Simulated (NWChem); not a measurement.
# LiH; SMILES [LiH]

All runs: NWChem. Pople sets run with spherical d functions. B3LYP is NWChem's, with the RPA form of VWN correlation. Each level has its own optimisation; frequencies are unscaled.

For level LDA (Slater exchange, VWN5)/def2-SVP:

```yaml
dipole (D): 5.42
```

Q: What are these values for level B3LYP/6-31G*?

A: 
- dipole (D): 5.64
